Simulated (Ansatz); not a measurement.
## Relaxing a trial structure of CHMgSi

The starting geometry of this gas-phase doublet was optimised with GFN2-xTB.

```xyz
4

C    -1.0039    2.4763    1.8418
Mg    2.9570    2.6205    0.4399
Si    0.5166    1.9577    1.2544
H    -1.9296    2.0151    2.1495
```

Predict what becomes of its bonds when it is optimised with PBE-D3(BJ)/def2-SVP.

A new bond forms, giving a structure given below by its coordinates. Contacts that close: C1–Mg2 (4.20 → 2.21 Å).

The energy falls by 1.28 eV over 15 steps:

```tsv
step	E − E(last) (eV)
1	1.277
3	1.012
4	0.881
6	0.618
7	0.464
9	0.148
10	0.068
12	0.002
13	0.001
15	0.000
```

Final geometry (Å):

```xyz
4

C    -0.3146    2.1601    1.5737
Mg    1.5039    3.2939    1.0180
Si    0.3625    0.6613    1.2014
H    -1.0117    2.9543    1.8925
```

The end wasn't checked by frequencies. Open shells are spin-unrestricted. Run with Ansatz 0.2.0, 31 s on 1 thread of Arm Neoverse V2 (shared host).
